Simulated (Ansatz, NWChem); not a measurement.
# Heat of formation of C2H3F (SMILES C=CF) from total energies

C2H3F: 6 atoms, total charge 0, spin state singlet. SMILES: `C=CF`. The coordinates come from a PBE0-D4/def2-TZVP relaxation.

Total energies at CCSD(T)/def2-TZVP, 3 core orbitals frozen (NWChem 7.3.0); the atoms run unrestricted:

| species | state | energy (Eh) |
| --- | --- | --- |
| C2H3F | singlet | -177.568467 |
| C | triplet | -37.781030 |
| F | doublet | -99.625057 |
| H | doublet | -0.499810 |

Harmonic wavenumbers at PBE0-D4/def2-TZVP, in cm⁻¹: 488, 737, 892, 948, 973, 1190, 1335, 1410, 1732, 3185, 3213, 3286.

Measured heats of formation of the gaseous atoms at 298.15 K, in kJ/mol: C 716.9, F 79.4, H 218.0. Spin-orbit lowering of the atoms at 298 K (mean of the ground term's levels less their thermal mean, from spectra), in kJ/mol: C 0.02, F 1.29. Take 1 Eh = 2625.50 kJ/mol, 1 cm⁻¹ = 0.0119627 kJ/mol, RT = 2.479 kJ/mol.

Q: What heat of formation follows?

A: 
1. Electronic atomisation energy: 2 × (-37.781030) + (-99.625057) + 3 × (-0.499810) − (-177.568467) = 0.881920 Eh = 2315.5 kJ/mol.
2. Zero-point energy: half the sum of the wavenumbers, 9694.5 cm⁻¹ = 116.0 kJ/mol.
3. Thermal vibrational enthalpy, Σ hcν̃/(exp(hcν̃/kT) − 1): 1.3 kJ/mol. Translation, rotation and pV of a non-linear molecule: 4 RT = 9.9 kJ/mol.
4. The 6 free atoms carry 5/2 RT each: 37.2 kJ/mol.
5. Spin-orbit coupling lowers the free atoms by 2 × 0.02 + 1.29 = 1.3 kJ/mol.
6. Atomisation enthalpy at 298 K: 2315.5 − 1.3 − 116.0 − 1.3 − 9.9 + 37.2 = 2224.2 kJ/mol.
7. Sum of the atoms' heats of formation: 2167.2 kJ/mol. Heat of formation: 2167.2 − 2224.2 = -57.0 kJ/mol.

The tabulated value is -142.5 kJ/mol (Active Thermochemical Tables), so this level is off by +85.5 kJ/mol, or 3.7 % of the atomisation enthalpy. Coupled cluster needs large bases for atomisation: in a finite one the molecule is underbound. Anharmonicity and any spin-orbit splitting of the molecule are left out, and so is core correlation.
